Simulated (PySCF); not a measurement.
**Splitting trees**

Molfile (atoms numbered from 1):
```
C3H2F2O
     RDKit          3D

  8  8  0  0  0  0  0  0  0  0999 V2000
    0.8378    1.9166    0.2780 F   0  0  0  0  0  0  0  0  0  0  0  0
    0.4157    0.6680    0.0968 C   0  0  0  0  0  0  0  0  0  0  0  0
    0.9375   -0.5453   -0.0628 C   0  0  0  0  0  0  0  0  0  0  0  0
    2.1078   -1.1355   -0.1271 F   0  0  0  0  0  0  0  0  0  0  0  0
   -0.2506   -1.2277   -0.1770 O   0  0  0  0  0  0  0  0  0  0  0  0
   -0.9448    0.0314   -0.0146 C   0  0  0  0  0  0  0  0  0  0  0  0
   -1.5634    0.0274    0.8809 H   0  0  0  0  0  0  0  0  0  0  0  0
   -1.5310    0.2745   -0.8988 H   0  0  0  0  0  0  0  0  0  0  0  0
  1  2  1  0
  2  3  2  0
  3  4  1  0
  3  5  1  0
  5  6  1  0
  6  2  1  0
  6  7  1  0
  6  8  1  0
M  END
```

- structure optimised with GFN2-xTB
- J: B3LYP/pcJ-1
- NMR shieldings at PBE0/pcSseg-1/GIAO
- run in PySCF 2.14.0 with density-fitted response routines
- a single conformation, relativity neglected, isolated molecule, averaged over atoms made equivalent by symmetry, fast rotation or ring inversion

Shifts are taken against calculated references (same method and geometry level): CFCl3 for ¹⁹F (170.95 ppm); ¹³C (186.93 ppm), ¹H (31.72 ppm) against TMS.

Spectrometer: 600 MHz for ¹H. First-order analysis; couplings under 1 Hz (under 4 Hz in carbon signals) are ignored, and nearly equal couplings are merged; the smaller ones broaden or split the lines further.

Q: What pattern does F4 show (¹⁹F)?

A: A triplet of doublets at δ -92.7: 11.3 Hz to H7/H8 (2 × ¹H, 4 bonds away), 4.2 Hz to F1 (1 × ¹⁹F, 3 bonds away). Lines in Hz from the centre (relative intensity): +13.4 (1), +9.2 (1), +2.1 (2), -2.1 (2), -9.2 (1), -13.4 (1). The outer lines are 26.8 Hz apart, the sum of the couplings kept, or 0.047 ppm at this field.

Q: What pattern does C3 show in the proton-coupled ¹³C spectrum?

A: A doublet of triplets at δ 145.9: 425.2 Hz to F4 (1 × ¹⁹F, 1 bond away), 9.9 Hz to H7/H8 (2 × ¹H, 3 bonds away). Lines in Hz from the centre (relative intensity): +222.5 (1), +212.6 (2), +202.7 (1), -202.7 (1), -212.6 (2), -222.5 (1). The outer lines are 445.0 Hz apart, the sum of the couplings kept, or 2.950 ppm at this field.

Q: What pattern does H7/H8 show (¹H)?

A: A doublet of doublets at δ 4.72: 11.3 Hz to F4 (1 × ¹⁹F, 4 bonds away), 5.0 Hz to F1 (1 × ¹⁹F, 3 bonds away). Lines in Hz from the centre (relative intensity): +8.2 (1), +3.1 (1), -3.1 (1), -8.2 (1). The outer lines are 16.3 Hz apart, the sum of the couplings kept, or 0.027 ppm at this field.

Q: What pattern does C2 show in the proton-coupled ¹³C spectrum?

A: A doublet of triplets of doublets at δ 119.1: 387.0 Hz to F1 (1 × ¹⁹F, 1 bond away), 6.4 Hz to H7/H8 (2 × ¹H, 2 bonds away), 5.0 Hz to F4 (1 × ¹⁹F, 2 bonds away). Lines in Hz from the centre (relative intensity): +202.4 (1), +197.4 (1), +196.0 (2), +191.0 (2), +189.6 (1), +184.6 (1), -184.6 (1), -189.6 (1), -191.0 (2), -196.0 (2), -197.4 (1), -202.4 (1). The outer lines are 404.8 Hz apart, the sum of the couplings kept, or 2.683 ppm at this field.
